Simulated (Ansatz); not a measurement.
# BSiH2 (doublet): from Hartree-Fock to the top rungs, cc-pVTZ

The task here is to estimate one member of a computed series from the others.

The runs use Ansatz 0.2.0, Gaussian basis; cc-pVTZ, core rule «outside noble gas», up to 6 orbitals frozen.

The runs, in order: UHF; CCSD(T) on ROHF; CCSD(T) on UHF; BCCD(T) on ROHF; CCSDT(Q) on ROHF; CCSDT(Q) on UHF; CASSCF and MRCISD+Q, 9 electrons in 10 orbitals; CASSCF and NEVPT2, 9 electrons in 10 orbitals.

7 further runs of the same task are left out: 2 for a known fault of the program, 5 set aside as unsound or not needed.

### The system

The geometry is a PBE0/def2-TZVP stationary point (not a proven minimum) of the parent state, kept for this charge and spin.

4 atoms, charge 0, spin multiplicity 2.

Atoms are counted from 1 here; the program's logs count them from 0.

Bond lengths: Si1–B2 1.871 Å, Si1–H3 1.488 Å, Si1–H4 1.488 Å. Angles: B2–Si1–H3 125.4°, B2–Si1–H4 125.4°, H3–Si1–H4 109.2°.

Coordinates:

```
Si    0.00000    0.00000    0.45179
B     0.00000    0.00000   -1.41877
H     0.00000    1.21269    1.31437
H     0.00000   -1.21269    1.31437
```

Set-up of the first run:

in.yaml

```yaml
crystal:
  periodic: [false, false, false]
  atoms:
    - {symbol: Si, position_ang: [0.000000, 0.000000, 0.451790]}
    - {symbol: B, position_ang: [0.000000, 0.000000, -1.418773]}
    - {symbol: H, position_ang: [0.000000, 1.212692, 1.314369]}
    - {symbol: H, position_ang: [0.000000, -1.212692, 1.314369]}
basis:
  gaussian: {orbitals: cc-pVTZ}
magnetization: {spin_polarized: true, initial_magnetization: 1}
hamiltonian: {xc: hf}
output: {orbitals: {seedname: orbitals}}
```

The run is started by

```
$ ansatz run in.yaml --threads 1 --pin off --events-out ev --progress --plain --max-ram 4096MiB --backend cpu
```

Among the steps run: UHF; CCSD(T) on ROHF; CCSD(T) on UHF; BCCD(T) on ROHF; CCSDT(Q) on ROHF; CCSDT(Q) on UHF; CASSCF and MRCISD+Q, 9 electrons in 10 orbitals; CASSCF and NEVPT2, 9 electrons in 10 orbitals.

One of the session's tables, all rows but one given; the rest of the session is left out.

```
          method  from RCCSDT(Q) (kcal/mol)
            ROHF                    +145.70
             UHF                    +136.43
            RMP2                     +31.16
            UMP2                     +35.83
           RCCSD                      +8.54
           UCCSD                      +8.75
        RCCSD(T)                      +1.62
        UCCSD(T)                      +2.23
         BCCD(T)                      +1.62
          RCCSDT                          ?
          UCCSDT                      +0.49
       RCCSDT(Q)                          0
       UCCSDT(Q)                      -0.06
  CASSCF valence                     +87.25
  NEVPT2 valence                     +23.85
  MRCISD valence                      +7.62
MRCISD+Q valence                      +2.00
```

**Question.** Estimate the row for RCCSDT.

As computed: from RCCSDT(Q) (kcal/mol): +0.48. In the column «from RCCSDT(Q) (kcal/mol)» it lies between RCCSDT(Q) (0) and UCCSDT (+0.49).

Some runs used a GPU and others CPU threads alone; cost is compared among the GPU runs only.

Among the levels timed on like hardware and quicker than the yardstick, those that no quicker one beats, quickest first: RCCSD(T) (12 s, +1.62 kcal/mol); UCCSDT(Q) (35 s, -0.06 kcal/mol).

To keep in mind: The determinant is far from a pure spin state, so its energy mixes those of several spin states (harmless only where they are near-degenerate, as at dissociation). Of the multireference levels listed MRCISD+Q valence comes nearest in total energy (+2.00 kcal/mol), which doesn't show that its space is the better one. Restricted and unrestricted rows rest on different reference determinants; where their highest levels disagree by more than a few hundredths of an eV, they describe different states and don't form one ladder.
